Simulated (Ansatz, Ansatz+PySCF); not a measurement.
```yaml
atoms:
  - { symbol: Na, position_ang: [0.0000, 0.0000, -1.5333] }
  - { symbol: Cl, position_ang: [0.0000, 0.0000, 0.9921] }
```

RHF on singlet NaCl was run in several spherical basis sets with Ansatz (development build ahead of 0.2.0).

Task: Rank the basis sets by the total energy that they give, lowest first, with the distance from the lowest.
A. def2-SVP
B. 6-31G(d)
C. def2-TZVP
D. cc-pVTZ
E. cc-pVDZ

Result: D (0.00 eV), C (0.39 eV), E (0.54 eV), B (1.51 eV), A (6.34 eV).

Totals follow the description of the cores as much as that of the bonds, so this order isn't one of quality for chemistry.
